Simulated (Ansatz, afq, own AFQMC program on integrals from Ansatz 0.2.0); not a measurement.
## CH4GaO, doublet in def2-SVP, levels against AFQMC with the constraint released

```xyz
7

Ga    0.4384   -0.3469    0.8154
O     0.6014   -0.2466   -0.9670
C     1.6842   -0.6972   -1.7254
H     1.6725   -1.0253    1.6014
H     2.4978   -1.1420   -1.1179
H     1.3568   -1.4648   -2.4503
H     2.1231    0.1350   -2.3055
```

Basis def2-SVP. Noble-gas cores (and the filled d shells of Ga–Kr and In–Xe) are frozen. Ansatz 0.2.0 and our own AFQMC program on the same integrals; the CISD trial comes from CCSD amplitudes, and released means the phaseless constraint is let go. Uncertainties: one standard error, sampling alone. No spin–orbit coupling.

Determinant: UHF, the one that the program's search chose, which needn't be the lowest solution. The geometry is a PBE0/def2-SVP stationary point of this or a neighbouring charge and spin state.

No full CI on the walks' own integrals is used here. The released AFQMC energy serves as the reference, which it does only where one determinant dominates, the energy is flat over the last release times and near the phaseless one (40 meV or 2 meV an electron, half that with transition metals). On small molecules, where full CI could be run and the noise was under 10 meV, such values lay within 10 meV of it in 19 cases of 20, a flattering rate, since the rule was set on those same cases; what remains of the bias isn't in the error bar.

Cautions: no relativity below Rb; no spin-orbit coupling; inner d shell frozen; the released value is read at 0.99 1/Eh, later times being too noisy (meV from the phaseless value at times in 1/Eh: 6 ± 9 at 0.24, 4 ± 9 at 0.51, 2 ± 8 at 0.99, 60 ± 78 at 1.50).

* T1 diagnostic: 0.0182
* weight of the determinant in the CISD state: 0.858
* ⟨S²⟩ of the determinant: 0.759
* size of the correlated space: 17 electrons in 64 orbitals

Reference: AFQMC with the constraint released, correlation energy -11.484 ± 0.008 eV.

| level | E − E(reference) (meV) | share of correlation (%) |
| --- | --- | --- |
| HF | 11483.9 ± 8.0 | 0.00 |
| MP2 | 1134.2 ± 8.0 | 90.12 |
| CCSD | 329.1 ± 8.0 | 97.13 |
| CCSD(T) | 39.5 ± 8.0 | 99.66 |
| ph-AFQMC/CISD | -1.9 ± 10.5 | 100.02 |

Released energies are given only where the last usable release times agree within the noise; a slower fall can still hide under it.
